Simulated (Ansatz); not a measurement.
## Iron, bcc: convergence with Methfessel-Paxton smearing

Computed with Ansatz, LDA, scalar-relativistic PAW, on the relaxed cell (a = 2.749 Å; ferromagnetic, net 1.99 μB per atom). Errors count from a run at 420 eV on a Γ-centred 26×26×26 mesh with Fermi-Dirac smearing of 0.05 eV, extrapolated to zero width. Fixed here: cutoff 420 eV, mesh 16×16×16.

```json
{"width (eV)": "0.01", "E(σ→0) error (meV/atom)": "1.2", "F error (meV/atom)": "1.2", "P (GPa)": "-0.64", "sphere moment (μB)": "1.94", "SCF iterations": "12"}
{"width (eV)": "0.03", "E(σ→0) error (meV/atom)": "1.3", "F error (meV/atom)": "1.2", "P (GPa)": "-0.37", "sphere moment (μB)": "1.95", "SCF iterations": "13"}
{"width (eV)": "0.1", "E(σ→0) error (meV/atom)": "1.1", "F error (meV/atom)": "1.0", "P (GPa)": "-0.02", "sphere moment (μB)": "1.97", "SCF iterations": "12"}
{"width (eV)": "0.2", "E(σ→0) error (meV/atom)": "0.7", "F error (meV/atom)": "0.4", "P (GPa)": "0.07", "sphere moment (μB)": "1.98", "SCF iterations": "12"}
{"width (eV)": "0.3", "E(σ→0) error (meV/atom)": "0.0", "F error (meV/atom)": "0.3", "P (GPa)": "0.30", "sphere moment (μB)": "1.99", "SCF iterations": "12"}
{"width (eV)": "1.0", "E(σ→0) error (meV/atom)": "18.1", "F error (meV/atom)": "37.8", "P (GPa)": "-1.95", "sphere moment (μB)": "1.93", "SCF iterations": "12"}
```

Question: What does the run at 0.6 give (width)?

Answer: E(σ→0) error (meV/atom): 0.2; F error (meV/atom): 8.0; P (GPa): 0.39; sphere moment (μB): 2.02; SCF iterations: 10.
